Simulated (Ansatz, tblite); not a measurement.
**Isomers of C2H4F2**

2 of its isomers, all singlets with charge 0: A = 1,1-difluoroethane `CC(F)F`; B = 1,2-difluoroethane `FCCF`.

Shapes, held fixed at every level: PBE0-D4/def2-TZVP. Flexible molecules stand in one conformer, not always the lowest. Programs: Ansatz 0.2.0, tblite 0.8.0.

Enthalpies at 298 K in kJ/mol, with harmonic thermal terms from PBE0-D4/def2-TZVP. Measured gas-phase heats of formation: A Active Thermochemical Tables; B Active Thermochemical Tables.

```csv
level,kind,B − A
GFN2-xTB,semi-empirical,+35.3
HF/def2-SVP,Hartree–Fock,+58.9
HF/def2-TZVPP,Hartree–Fock,+52.7
SPW92/def2-TZVPP,LDA,+61.2
MP2/def2-SVP,perturbation theory,+66.7
MP2/def2-TZVPP,perturbation theory,+57.5
CCSD/def2-TZVPP,coupled cluster or CI,+54.6
CCSD(T)/CBS estimate,coupled cluster or CI,+54.3
measured,experiment,+50.1
```

Experiment puts A lowest of these. All levels agree on that. Absolute errors: HF/def2-TZVPP 2.6; CCSD(T)/CBS estimate 4.2; CCSD/def2-TZVPP 4.5; MP2/def2-TZVPP 7.4; HF/def2-SVP 8.8; SPW92/def2-TZVPP 11.1; GFN2-xTB 14.8; MP2/def2-SVP 16.6 kJ/mol. The CBS estimate extrapolates MP2 from def2-TZVPP and def2-QZVPP and adds CCSD(T) − MP2 in the triple-zeta set, cores frozen.
